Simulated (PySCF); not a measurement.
Molecular orbitals of PS

PBE0 at R = 1.897 Å; PySCF, no relativity, basis sets P def2-TZVP, S def2-TZVP. State: ²Π (doublet), unpaired electrons π ↑. Only the outer orbitals are listed, counted within each symmetry.

```
spin  orbital  occ.  ε (eV)  on P (%)         main shells (%)
   α       7σ     1  -21.56        32          64 S s, 25 P s
   α       8σ     1  -15.10        58  55 P s, 27 S s, 14 S p
   α       9σ     1   -9.77        52  45 S p, 37 P p, 14 P s
   α       3π     1   -9.63        39          60 S p, 38 P p
   α       3π     1   -9.28        37          62 S p, 34 P p
   α       4π     1   -5.73        62          60 P p, 36 S p
   α       4π     0   -3.61        65          64 P p, 33 S p
   α      10σ     0    0.83        81          77 P p, 31 S p
   α      11σ     0    4.48        57  37 P p, 36 S d, 18 P s
   β       7σ     1  -21.28        31          64 S s, 23 P s
   β       8σ     1  -14.30        55  53 P s, 27 S s, 17 S p
   β       9σ     1   -9.42        55  42 S p, 37 P p, 17 P s
   β       3π     1   -9.19        34          65 S p, 31 P p
   β       3π     1   -8.60        31          68 S p, 27 P p
   β       4π     0   -3.35        68          67 P p, 30 S p
   β       4π     0   -2.50        71          70 P p, 27 S p
   β      10σ     0    1.09        82          77 P p, 31 S p
```

Problem. Which are the highest filled and the lowest empty level, where do they sit, and how wide is the gap?

Solution. Highest filled α 4π at -5.73 eV (in %: 60 P p, 36 S p); lowest empty α 4π at -3.61 eV (in %: 64 P p, 33 S p); the gap at PBE0 is 2.12 eV. Both belong to one degenerate shell, split only by its one-sided filling, so this is no excitation gap.

```
bond order (Mayer)                             : 2.34
⟨S²⟩                                           : 0.757
charge on P (Mulliken, basis-dependent)        : 0.15
charge on P (Löwdin, basis-dependent)          : -0.05
dipole moment (positive dipole means P(−)S(+)) : -0.68 D
polarisability along the bond                  : 57.2 bohr³
polarisability across the bond                 : 25.6 bohr³
```

The state was picked by a PBE0 search and need not be the measured ground state.
